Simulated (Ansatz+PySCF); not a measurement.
The numbers below are computed, except where a source is named.
# Several solutions for singlet CH(+)

```xyz
2

C     0.0000    0.0000   -0.1557
H     0.0000    0.0000    0.9341
```

Basis set: 6-31G (spherical functions). Charge 1, multiplicity 1.

PBE0 (unrestricted) was run from several starts with Ansatz (development build ahead of 0.2.0) and PySCF 2.14.0.

| run | program | start | converged | energy (hartree) | <S²> |
| --- | --- | --- | --- | --- | --- |
| A | Ansatz | search for the lowest state | yes | -38.01593 | 0.39 |
| B | Ansatz | stability test followed | yes | -38.01593 | 0.39 |
| C | PySCF | program defaults | yes | -38.01158 | 0.00 |
| D | Ansatz | atomic start, no search | yes | -38.01158 | 0.00 |

Question: Which runs reached the lowest solution of this kind, and what is wrong with the others?

Answer: A, B reached the lowest solution found. Converged but too high: C by 0.12 eV, D by 0.12 eV. Convergence only shows a stationary point, and even a stable one can lie too high; stability tests and further starts are what find lower ones. Caution: the unrestricted determinant is spin contaminated.
